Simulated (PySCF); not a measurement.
# BO⁺: energy against distance

Set-up: PySCF, no relativity, basis sets B def2-TZVPPD, O def2-TZVPPD. Energies in eV from B⁺ + O in their ground configurations at the same level. All curves are PBE0. state 1: ¹Σ⁺ (singlet), closed shell; state 2: ³Π (triplet), unpaired electrons σ ↑, π ↑, a second solution, started from another occupation; state 3: Ms = 0 determinant of mixed spin (⟨S²⟩ near 1.0), unpaired electrons σ ↑, π ↓, a second solution, started from another occupation.

```json
{"R (Å)": "1.021", "state 1": "-2.012", "state 2": "0.438", "state 3": "0.587"}
{"R (Å)": "1.068", "state 1": "-3.027", "state 2": "-1.147", "state 3": "-1.011"}
{"R (Å)": "1.116", "state 1": "-3.599", "state 2": "-2.243", "state 3": "-2.118"}
{"R (Å)": "1.151", "state 1": "-3.804", "state 2": "-2.814", "state 3": "-2.698"}
{"R (Å)": "1.187", "state 1": "-3.861", "state 2": "-3.214", "state 3": "-3.105"}
{"R (Å)": "1.223", "state 1": "-3.801", "state 2": "-3.476", "state 3": "-3.373"}
{"R (Å)": "1.270", "state 1": "-3.582", "state 2": "-3.653", "state 3": "-3.557"}
{"R (Å)": "1.329", "state 1": "-3.153", "state 2": "-3.669", "state 3": "-3.578"}
{"R (Å)": "1.401", "state 1": "-2.504", "state 2": "-3.481", "state 3": "-3.391"}
{"R (Å)": "1.496", "state 1": "-1.549", "state 2": "-3.024", "state 3": "-2.925"}
```

Question: Put a parabola through the three lowest points of the state 1 curve and estimate Re, k and ωe (reduced mass 6.521 u; 1 eV/Å² = 0.16022 mdyn/Å; ωe = 1302.8·√(k/μ) cm⁻¹).

Answer: Through R = 1.151, 1.187, 1.223 Å the second-order coefficient is 45.1 eV/Å², so Re ≈ 1.187 Å, k ≈ 14.5 mdyn/Å and ωe ≈ 1940 cm⁻¹. A polynomial fit of higher order to the unrounded PBE0 energies gives Re = 1.185 Å, k = 15.0 mdyn/Å, ωe = 1973 cm⁻¹; anharmonicity and rounding make the difference.

The higher-order fit for each curve: state 1: Re = 1.185 Å, ωe = 1973 cm⁻¹, De = 3.86 eV; state 2: Re = 1.304 Å, ωe = 1495 cm⁻¹, minimum 3.69 eV below the ground-state fragments; state 3: Re = 1.305 Å, ωe = 1500 cm⁻¹, minimum 3.59 eV below the ground-state fragments.

For an ion De counts to the pair picked by the measured ionisation energies or electron affinities, which need not be the lowest pair at this level.
